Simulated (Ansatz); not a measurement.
Chalcopyrite CdSnAs2 was calculated with PBEsol-D3(BJ) (Ansatz, a program for electronic structure, PAW).

Run with plane-wave cutoff 520 eV, 8×8×8 k mesh, Fermi–Dirac smearing 0.01 eV, scalar-relativistic PAW data made under PBE.

Computed points:

```tsv
V (Å³/atom)	E − E_lowest (meV/atom)
25.966	8.70
26.507	2.08
27.048	0.00
27.589	1.98
28.130	7.57
```

Question: Fit the third-order Birch–Murnaghan equation and give B0 and B′.

Answer: V0 = 27.045 Å³/atom, B0 = 60.0 GPa, B′ = 4.7 (fit to the energies at full precision).

Shape and atoms are relaxed at each volume.

Note: the relaxation could not lower the start's symmetry, so the cell can be a saddle point above a distorted one; the bulk modulus comes from volumes at which shape and atoms were relaxed.

Spin–orbit coupling is not included.

The computed numbers hold no vibrational or temperature effects.
